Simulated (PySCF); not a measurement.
The dipole of HSiF (`F[SiH]`) [singlet] from its density and from atomic charges.

Coordinates (PBE0-D3(BJ)/def2-TZVP, Å) and charges (e) from the PBE0/pcSseg-2 density (PySCF):

```tsv
atom	x	y	z	Mulliken	IAO	Hirshfeld	ESP-fitted
F1	1.206	-0.315	0.001	-0.3853	-0.5188	-0.2117	-0.1498
Si2	-0.057	0.687	-0.015	+0.5692	+0.6784	+0.3377	+0.1528
H3	-1.143	-0.407	-0.006	-0.1839	-0.1597	-0.1260	-0.0031
```

Question: What dipole does each set of charges give (1 e·Å = 4.803 D), and what does the density give?

Answer: The full density gives (-0.95, 0.50, -0.01) D, 1.08 D in size; dipole vectors point from the negative to the positive end.

```tsv
scheme	μx	μy	μz	size (D)	share of the full size (%)	angle to the full dipole (°)
Mulliken	-1.38	2.82	-0.04	3.14	291	36
IAO	-2.32	3.33	-0.05	4.06	376	27
Hirshfeld	-0.63	1.68	-0.02	1.79	166	42
ESP-fitted	-0.89	0.74	-0.01	1.16	107	12
```

Question: Which set comes closest?

Answer: Length of the difference vector: ESP-fitted 0.24 D, Hirshfeld 1.22 D, Mulliken 2.35 D, IAO 3.14 D. Closest: ESP-fitted. 

Question: What is left for the Hirshfeld atoms' own dipoles?

Answer: The Hirshfeld atoms' densities add up to the full density, so μ = Σ q r + Σ (atomic dipoles). The atomic dipoles sum to (-0.95, 0.50, -0.01) − (-0.63, 1.68, -0.02) = (-0.32, -1.18, 0.01) D, 1.22 D in size.

Question: Give the size of the full dipole in other units.

Answer: 1.08 D = 0.424 au = 0.225 e·Å = 3.60 × 10⁻³⁰ C·m.

Isolated species at its PBE0-D3(BJ)/def2-TZVP geometry, gas phase.
